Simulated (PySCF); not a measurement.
# The first ionisation energy along group 16

Calculated with PySCF 2.14 from differences of total energies of unrestricted determinants, without spin-orbit coupling. Values in eV. The last column holds reference values (NIST; (s) semi-empirical, (t) theoretical, else measured). Unmarked ones compare directly (S terms, centres of terms, or small fine structure); those marked * lie between the lowest fine-structure levels and include a spin-orbit shift.

```csv
element,configurations,UHF,MP2 (valence),SCS-MP2 (valence),CCSD (valence),CCSD(T) (valence),reference
"O (cc-pVDZ, non-relativistic)",[He] 2s2 2p4 → [He] 2s2 2p3,11.965,12.838,12.859,12.842,12.848,13.608
"S (cc-pV(D+d)Z, non-relativistic)",[Ne] 3s2 3p4 → [Ne] 3s2 3p3,9.203,9.627,9.659,9.633,9.641,10.336
"Se (cc-pVDZ-PP with ECP10MDF, ECP)",[Ar] 3d10 4s2 4p4 → [Ar] 3d10 4s2 4p3,8.504,8.916,8.933,8.937,8.943,9.635
"Te (cc-pVDZ-PP with ECP28MDF, ECP)",[Kr] 4d10 5s2 5p4 → [Kr] 4d10 5s2 5p3,7.700,8.058,8.071,8.083,8.088,8.749
```

```csv
method,elements,mean error (eV),mean absolute error (eV),largest error (eV)
UHF,4,-1.239,1.239,-1.644
MP2 (valence),4,-0.722,0.722,-0.771
SCS-MP2 (valence),4,-0.702,0.702,-0.750
CCSD (valence),4,-0.708,0.708,-0.766
CCSD(T) (valence),4,-0.702,0.702,-0.760
```

Errors include the incompleteness of the basis and the frozen core.

"Valence" correlates the outer s and p shells and, in groups 3 to 12 and the f block, the outer d or f shell, open or full, or the next shell where the ion has no valence electron left; the wider scheme adds the next inner shell.
